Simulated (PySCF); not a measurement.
Stretching NaMg⁺

Set-up: PySCF, no relativity, basis sets Na cc-pVDZ, Mg cc-pVDZ. Energies in eV from Na⁺ + Mg in their ground configurations at the same level. All curves are PBE0. state 1: ¹Σ⁺ (singlet), closed shell; state 2: ³Σ⁺ (triplet), unpaired electrons σ ↑↑, a second solution, started from another occupation.

```json
{"R (Å)": "2.766", "state 1": "-0.4831", "state 2": "1.9724"}
{"R (Å)": "2.894", "state 1": "-0.5629", "state 2": "1.7800"}
{"R (Å)": "3.023", "state 1": "-0.6076", "state 2": "1.6312"}
{"R (Å)": "3.119", "state 1": "-0.6236", "state 2": "1.5436"}
{"R (Å)": "3.216", "state 1": "-0.6279", "state 2": "1.4732"}
{"R (Å)": "3.312", "state 1": "-0.6230", "state 2": "1.4178"}
{"R (Å)": "3.441", "state 1": "-0.6059", "state 2": "1.3636"}
{"R (Å)": "3.602", "state 1": "-0.5728", "state 2": "1.3214"}
{"R (Å)": "3.795", "state 1": "-0.5228", "state 2": "1.2999"}
{"R (Å)": "4.052", "state 1": "-0.4494", "state 2": "1.3065"}
```

Put a parabola through the three lowest points of the state 1 curve and estimate Re, k and ωe (reduced mass 11.74 u; 1 eV/Å² = 0.16022 mdyn/Å; ωe = 1302.8·√(k/μ) cm⁻¹).

Through R = 3.119, 3.216, 3.312 Å the second-order coefficient is 0.494 eV/Å², so Re ≈ 3.212 Å, k ≈ 0.158 mdyn/Å and ωe ≈ 151 cm⁻¹. A polynomial fit of higher order to the unrounded PBE0 energies gives Re = 3.209 Å, k = 0.159 mdyn/Å, ωe = 152 cm⁻¹; anharmonicity and rounding make the difference.

The higher-order fit for each curve: state 1: Re = 3.209 Å, ωe = 152 cm⁻¹, De = 0.63 eV; state 2: Re = 3.870 Å, ωe = 113 cm⁻¹, minimum 1.30 eV above the ground-state fragments.

Closed-shell solutions of metal pairs were not tested for spin polarisation, which can lower them a little. For an ion De counts to the pair picked by the measured ionisation energies or electron affinities, which need not be the lowest pair at this level.
